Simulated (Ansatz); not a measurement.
This Ansatz (a first-principles code) input (MP2/aug-cc-pVQZ) gives -150.73369 Eh with 206 basis functions.

Ansatz 0.2 input:
```yaml
crystal:
  periodic: [false, false, false]
  atoms:
    - {symbol: O, position_ang: [0.05868076, 0.71529811, -0.05163121]}
    - {symbol: O, position_ang: [0.04226471, -0.60960507, -0.00105923]}
    - {symbol: H, position_ang: [-0.80756382, -0.84554439, 0.42152350]}
basis:
  gaussian:
    orbitals: aug-cc-pVQZ
magnetization: {spin_polarized: true, initial_magnetization: 1}
correlation: {method: mp2, electrons: outside_noble_gas}
```

Change:
```diff
- orbitals: aug-cc-pVQZ
+ orbitals: cc-pV5Z
```

Problem. What does the run give now?

Solution. -150.74634 Eh (MP2/cc-pV5Z, 237 functions), a change of -12.65 mEh.
